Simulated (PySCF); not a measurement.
# Bond curve of BP⁺

Set-up: B def2-TZVPPD, P def2-TZVPPD; no relativity (PySCF 2.14). Energies in eV from B⁺ + P in their ground configurations at the same level. State: ⁴Σ⁻ (quartet), unpaired electrons σ ↑, π ↑↑.

All columns are PBE0. A positive dipole points towards P; it is taken about the centre of mass and depends on that origin.

```csv
R (Å),E (eV),μ (D),Mulliken charge on B (basis-dependent),HOMO (eV),LUMO (eV),Mayer bond order,⟨S²⟩
1.594,-2.086,-0.98,0.61,-15.28,-12.25,1.62,3.75
1.669,-2.608,-1.15,0.62,-15.29,-11.98,1.60,3.75
1.743,-2.890,-1.32,0.63,-15.29,-11.74,1.57,3.75
1.798,-2.985,-1.46,0.62,-15.29,-11.56,1.55,3.75
1.854,-3.007,-1.59,0.61,-15.28,-11.39,1.52,3.75
1.910,-2.976,-1.72,0.60,-15.26,-11.24,1.48,3.75
1.984,-2.876,-1.89,0.59,-15.22,-11.04,1.42,3.76
2.076,-2.698,-2.10,0.58,-14.98,-10.82,1.32,3.76
2.188,-2.458,-2.34,0.58,-14.73,-10.64,1.18,3.76
2.336,-2.150,-2.69,0.60,-14.44,-10.69,0.98,3.77
```

A fit through these points gives, at Re = 1.846 Å, μ = -1.57 D and dμ/dR = -2.39 D/Å; the reduced mass is 8.122 u.

Q: How strong is the fundamental in the double-harmonic approximation, I = 42.26·(dμ/dR)²/μred km/mol?

A: I = 42.26·(-2.39)²/8.122 = 29.7 km/mol at PBE0.

For an ion De counts to the pair picked by the measured ionisation energies or electron affinities, which need not be the lowest pair at this level. The state was picked by a PBE0 search and need not be the measured ground state.
